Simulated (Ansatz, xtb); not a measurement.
Worked example: CH3F + SiH2(SiH3)F → SiH3(CH3) + SiH2F2

Species: CH3F `CF`, singlet; SiH2(SiH3)F, singlet; SiH3(CH3) (methylsilane), singlet; SiH2F2 `F[SiH2]F`, singlet. The partners trade F for SiH3: C–F and Si–SiH3 bonds give way to C–SiH3 and Si–F.

Shapes, held fixed at every level: PBE0-D4/def2-TZVP. Programs: Ansatz 0.2.0, xtb 6.7.1. The zero-point and thermal change to 298 K, harmonic and unscaled (PBE0-D4/def2-TZVP), is -1.3 kJ/mol.

At CCSD(T)/CBS estimate; 1 Eh = 2625.50 kJ/mol:

| species | energy (Eh) |
| --- | --- |
| CH3F | -139.634611 |
| SiH2(SiH3)F | -681.000670 |
| SiH3(CH3) | -330.739164 |
| SiH2F2 | -489.993906 |

Task: Work out ΔH(298 K) of the reaction at this level.

Result: 
1. Products less reactants: (-330.739164) + (-489.993906) − [(-139.634611) + (-681.000670)] = -0.097789 Eh = -256.7 kJ/mol.
2. With the thermal change: -256.7 + (-1.3) = -258.0 kJ/mol.

Other levels give -256.2 (wB97M-V/def2-TZVPP) to -227.0 kJ/mol (PBE-D4/def2-TZVPP). No measured value is set beside it here. The CBS estimate extrapolates MP2 from def2-TZVPP and def2-QZVPP and adds CCSD(T) − MP2 in the triple-zeta set, cores frozen.
